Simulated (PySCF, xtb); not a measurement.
**Two isomers of CH4NSi+**

Structure a is `C[NH+]=[Si]`, a singlet and structure b is `C#[N+][SiH3]`, a singlet. Both are isolated ions in the gas phase, relaxed with PBE0-D3(BJ)/def2-SVP.

Energies in hartree; the thermal terms are from GFN2-xTB frequencies at re-optimised GFN2-xTB minima (ideal gas, soft modes damped towards free rotors, one conformer each, 298.15 K, 1 atm) and include the zero-point energy:

```
                               a           b
E, CCSD(T)/def2-TZVP  −383.856933  −383.856017
   zero-point energy     0.052386     0.040956
        H(298 K) − E     0.057632     0.047159
        G(298 K) − E     0.026184     0.015427
```

Work out ΔE, ΔE₀, ΔH and ΔG for a → b in kcal/mol (1 Eh = 627.51 kcal/mol) and the equilibrium ratio [b]/[a].

1. ΔE = −383.856017 − (−383.856933) = +0.000916 Eh = +0.57 kcal/mol.
2. ΔE₀ = ΔE + ΔZPE = +0.000916 + (−0.011430) Eh = −6.60 kcal/mol.
3. ΔH = ΔE + (−0.010473) Eh = −6.00 kcal/mol.
4. ΔG = ΔE + (−0.010757) Eh = −6.18 kcal/mol, so ΔS = (ΔH − ΔG)/T = +2.5 J/(mol K).
5. kT = 0.9442 mEh, so K = [b]/[a] = exp(−ΔG/kT) = exp(+10.42) ≈ 3.4 × 10^4.

Structure b is favoured at this temperature, against the order of the electronic energies. An error of 1 kcal/mol in ΔG would change K by a factor of 5.4. Mirror images and further conformers aren't counted.

As drawn, b has 1 C≡N, 1 N–Si, 3 Si–H in place of 1 C–N, 1 N=Si, 2 C–H, 1 N–H.

Other levels gave ΔE = +18.4 (GFN2-xTB); +17.9 (HF/STO-3G, GFN2-xTB geometries); +5.6 (r2SCAN-D4/def2-SVP, GFN2-xTB geometries); +8.2 (PBE0-D3(BJ)/def2-SVP); −4.3 (HF/def2-TZVP); −1.6 (MP2/def2-TZVP) kcal/mol. The correlated steps freeze 7 core orbitals. Programs: PySCF 2.14.0, xtb 6.7.1.
